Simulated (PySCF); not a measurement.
Computed with PySCF and rigid-rotor harmonic-oscillator thermochemistry at 1 bar. Table values come from the NASA 1993 polynomials. All species are closed-shell singlets. The harmonic model lacks anharmonicity and excited electronic states, which grow with temperature; levels with a mode under 35 cm⁻¹ are left out.

Harmonic frequencies at PBE0/def2-TZVP (cm⁻¹): 376, 376, 870, 870, 885, 1009, 1009, 1119, 1415, 1477, 2070, 3146, 3149, 3226, 3226. Point group D2d; S°(298 K) = 242.5 J/mol/K at this level.

Work out Cp and S° of gaseous C3H4 (allene) at 500, 800, 1200, 1600, 2000 K from these, and set them beside the table.


| T (K) | Cp PBE0/def2-TZVP | Cp table | S° PBE0/def2-TZVP | S° table |
|---|---|---|---|---|
| 500 | 81.5 | 82.7 | 278.2 | 279.9 |
| 800 | 104.6 | 106.3 | 321.9 | 324.5 |
| 1200 | 123.5 | 124.6 | 368.3 | 371.4 |
| 1600 | 134.8 | 135.9 | 405.5 | 408.9 |
| 2000 | 141.7 | 143.1 | 436.4 | 440.1 |
Units J/mol/K.
